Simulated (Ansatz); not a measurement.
# C2HCl2O2: the cost of one run

All numbers are computed with the Python package of Ansatz 0.2.0. Level of theory: PBE0/cc-pVDZ.

**1. Starting point**

Bond lengths: O1–C2 1.300 Å, C2–Cl3 1.729 Å, C2–C4 1.532 Å, C4–O5 1.218 Å, C4–Cl6 1.732 Å, O1–H7 0.990 Å. Angles: O1–C2–Cl3 126.2°, O1–C2–C4 120.0°, Cl3–C2–C4 113.8°, C2–O1–H7 113.2°, C2–C4–O5 121.8°, C2–C4–Cl6 110.4°, O5–C4–Cl6 127.8°.

The script holds or builds the structure itself.

**2. The code**

Contents of c2hcl2o2_freq.py:

```python
import itertools

import ansatz as az
from ase.data import atomic_numbers, covalent_radii
import numpy as np

GEOMETRY = """
O    -1.32420   -0.74580    0.18420
C    -0.61860    0.31570   -0.07380
Cl   -1.23530    1.88680   -0.44980
C     0.91140    0.24020   -0.06100
O     1.60450    1.21380   -0.29780
Cl    1.43370   -1.36620    0.32370
H    -0.77150   -1.54450    0.37440
"""

molecule = az.Crystal.molecule()
for line in GEOMETRY.strip().splitlines():
    symbol, *xyz = line.split()
    molecule = molecule.atom(symbol, [float(v) for v in xyz])

base = molecule.calculation()
base = base.basis(gaussian="cc-pVDZ")
base = base.functional("pbe0")
base = base.charge(1)
symbols = [site.symbol for site in molecule.cartesian_sites]
start = np.array([site.position_ang for site in molecule.cartesian_sites], dtype=float)
report = base.relax(force_tolerance=0.003).run().report
end = np.array(report["positions_ang"])

radius = [covalent_radii[atomic_numbers[s]] for s in symbols]
span = lambda where, i, j: np.linalg.norm(where[i] - where[j])
bonded = [(i, j) for i, j in itertools.combinations(range(len(symbols)), 2) if min(span(start, i, j), span(end, i, j)) < 1.2 * (radius[i] + radius[j])]
print("pair        before    after (A)")
for i, j in bonded:
    print(f"{symbols[i]}{i}-{symbols[j]}{j}".ljust(10), f"{span(start, i, j):8.4f} {span(end, i, j):8.4f}")

minimum = az.Crystal.molecule()
for symbol, place in zip(symbols, end):
    minimum = minimum.atom(symbol, place.tolist())
vibrating = minimum.calculation()
vibrating = vibrating.basis(gaussian="cc-pVDZ").functional("pbe0")
vibrating = vibrating.charge(1)
vibrating = vibrating.phonons(temperatures=(298.15, 498.15, 100))
vib = vibrating.run().report["vibrations"]
sums = vib["harmonic_sums"]
modes = [m["omega_inv_cm"] for m in sums["modes_at_gamma"] if m["rigid_motion"] == "no"]
print("frequencies (1/cm):", " ".join(f"{w:.0f}" for w in modes))
print("imaginary modes:", sum(w < 0 for w in modes), " zero-point energy:", round(sums["zero_point_energy_ev"], 4), "eV")
print("T (K)   F_vib (eV)   S_vib (meV/K)   C_vib (meV/K)")
for row in zip(sums["temperatures_k"], sums["vibrational_free_energy_ev"], vib["entropy_ev_per_k"], vib["heat_capacity_ev_per_k"]):
    print(f"{row[0]:6.1f} {row[1]:11.4f} {1000 * row[2]:13.4f} {1000 * row[3]:15.4f}")

heavier = vibrating.phonons(masses={"H": 2.014102}).run().report["vibrations"]["harmonic_sums"]
print("deuterated (1/cm):", " ".join(f"{m['omega_inv_cm']:.0f}" for m in heavier["modes_at_gamma"] if m["rigid_motion"] == "no"))
print("zero-point energy falls by", round(sums["zero_point_energy_ev"] - heavier["zero_point_energy_ev"], 4), "eV")
```

**3. The calls as engine input**

The engine receives this input (first run):

```yaml
crystal:
  periodic: [false, false, false]
  atoms:
    - { symbol: O, position_ang: [-1.3242, -0.7458, 0.1842] }
    - { symbol: C, position_ang: [-0.6186, 0.3157, -0.0738] }
    - { symbol: Cl, position_ang: [-1.2353, 1.8868, -0.4498] }
    - { symbol: C, position_ang: [0.9114, 0.2402, -0.061] }
    - { symbol: O, position_ang: [1.6045, 1.2138, -0.2978] }
    - { symbol: Cl, position_ang: [1.4337, -1.3662, 0.3237] }
    - { symbol: H, position_ang: [-0.7715, -1.5445, 0.3744] }
basis:
  gaussian:
    orbitals: cc-pVDZ
hamiltonian:
  xc: pbe0
total_charge: 1.0
relax:
  f_tol: 0.003
```

**4. The run**

The run is started by

```sh
$ python c2hcl2o2_freq.py
```

What time and memory should one allow on 1 thread of Arm Neoverse V1, shared host?

About 5.9 min, with a peak of 0.3 GiB.
